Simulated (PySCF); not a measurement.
# Ionisation energy of Ar by level of theory

Ar [Ar] (1S) → Ar⁺ [Ne] 3s2 3p5 (2P), as a difference of total energies. Calculation: PySCF 2.14, in aug-cc-pVQZ-DK; the spin-free X2C one-electron Hamiltonian (Gaussian nucleus). Correlated levels: valence: [Ne] frozen. The calculations carry no spin-orbit coupling.

```
           method  ionisation energy (eV)
              UHF                  14.532
              LDA                  15.975
              PBE                  15.689
             PBE0                  15.698
           r2SCAN                  15.740
        BHandHLYP                  15.599
             TPSS                  15.676
    MP2 (valence)                  15.827
SCS-MP2 (valence)                  15.739
```

Q: Estimate what wB97X gives.

A: 15.733 eV, closest to SCS-MP2 (valence) among the rows shown.

Q: Estimate what PBEsol gives.

A: 15.702 eV, closest to PBE0 among the rows shown.

Errors of the correlated levels include the incompleteness of this basis and the frozen core.

For comparison: 15.819 eV (measured; NIST levels, between the centres of gravity of the two terms).
